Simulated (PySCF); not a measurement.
**Vibration and rotation of MgSi**

PBE0 constants of MgSi, ³Π (triplet), unpaired electrons σ ↑, π ↑, a second solution, started from another occupation (basis Mg def2-TZVP, Si def2-TZVP; no relativity; PySCF 2.14; masses 23.9850 and 27.9769 u):

| Item | Value |
| --- | --- |
| ωe | 228.8 cm⁻¹ |
| ωexe | 2.91 cm⁻¹ |
| Be | 0.16604 cm⁻¹ |
| αe | 0.00214 cm⁻¹ |
| D (centrifugal) | 3.5e-07 cm⁻¹ |

Task: Give the vibrational terms G(v) and spacings up to v = 6.

Result: G(v) = ωe(v+½) − ωexe(v+½)².

| v | G(v) (cm⁻¹) | G(v) − G(v−1) | Bv (cm⁻¹) |
| --- | --- | --- | --- |
| 0 | 113.7 |  | 0.1650 |
| 1 | 336.7 | 223.0 | 0.1628 |
| 2 | 553.8 | 217.2 | 0.1607 |
| 3 | 765.2 | 211.3 | 0.1585 |
| 4 | 970.7 | 205.5 | 0.1564 |
| 5 | 1170.4 | 199.7 | 0.1543 |
| 6 | 1364.3 | 193.9 | 0.1521 |
